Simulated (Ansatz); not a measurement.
Molecule: C4H9, net charge -1, singlet state. It need not be the lowest isomer of its formula. Whether it binds its extra electron was not tested at this geometry. 
Geometry from a B3LYP-D3(BJ)/def2-TZVP (Ansatz, a program for electronic structure) optimisation:
```xyz
13

C      0.0015     0.0678     0.3523
H      0.0042    -0.0662     1.4707
C      0.0084     1.4908    -0.1537
H     -0.8740     2.0351     0.2250
H      0.8995     2.0246     0.2195
C      1.2446    -0.6899    -0.1339
H      1.2651    -0.6873    -1.2290
H      2.1556    -0.1898     0.2105
H      1.2678    -1.7283     0.2304
C     -1.2535    -0.6751    -0.1261
H     -1.2809    -0.6722    -1.2210
H     -1.2867    -1.7132     0.2384
H     -2.1563    -0.1643     0.2240
```
Charge -1, spin multiplicity 1.

Basis-set convergence of Hartree-Fock and MP2 correlation energies (hartree) with Ansatz. Valence correlation only, unless marked. Spin-orbit coupling is left out. No relativistic terms. This anion needs diffuse functions, which these sets lack.

```
basis    functions       E(HF)  E(corr, MP2)
-------  ---------  ----------  ------------
cc-pVDZ        101  -156.60394      -0.59967
cc-pVTZ        246           ?             ?
```

### Question
What belongs in the gaps?

### Answer

- cc-pVTZ, E(HF): -156.65661
- cc-pVTZ, E(corr, MP2): -0.73618
